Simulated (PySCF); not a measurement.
## Structure from 2D NMR

Compound of formula C4H8O2. Correlations simulated from computed shifts and the bond graph:

HSQC (one-bond C–H):
```tsv
δH	δC
2.56	36.4
1.25	21.7
```

COSY cross peaks (H two or three bonds apart, from the bond graph; peaks can be absent where the dihedral angle is near 90°):
```tsv
δH	δH
2.56	1.25
```

HMBC (two and three bonds, from the bond graph):
```tsv
δH	δC
2.56	182.5, 21.7
1.25	182.5, 36.4, 21.7
```

Carbons without hydrogens: δ 182.5.

PySCF 2.14.0 with density-fitted response routines calculation with shieldings: GIAO PBE0/pcSseg-1 and GFN2-xTB geometry; equivalent nuclei averaged, one conformer, no solvent, no relativistic terms.

Shifts are taken against calculated references (same method and geometry level): $^{1}$H and $^{13}$C vs TMS.

Exchangeable hydrogens are left out of these lists.

Work out the connectivity.

## Answers

SMILES CC(C)C(=O)O.

Mapped SMILES: `[CH3:1][CH:2]([CH3:3])[C:4](=[O:5])[OH:6]`. Each H is labelled by its parent atom.

1. δC 182.5 is C4, a carboxylic acid carbon.
2. δC 36.4 is C2, an sp3 CH α to a carbonyl (δH 2.56).
3. δC 21.7 is C1/C3, a methyl carbon (δH 1.25).
4. HMBC from δH 2.56 reaches the proton-free carbon C4.
5. HMBC from δH 1.25 reaches the proton-free carbon C4.
6. COSY links 2.56–1.25.

This is the structure that produced the data.

The OH or NH signal is concentration- and solvent-dependent in practice; the value given is the gas-phase one. Shifts are as computed. Against solution values, carbons near 30 ppm lie about +3 ppm off and those near 130 ppm about +5 ppm. Of 1211 compounds with measured shifts, 218 miss one by over three times the rms of a fit or turn the order of signals round; such compounds aren't used in these exercises. Hydrogen bonding in solution deshields acid and N–H amide carbonyl carbons by as much as 10 ppm beyond these values.
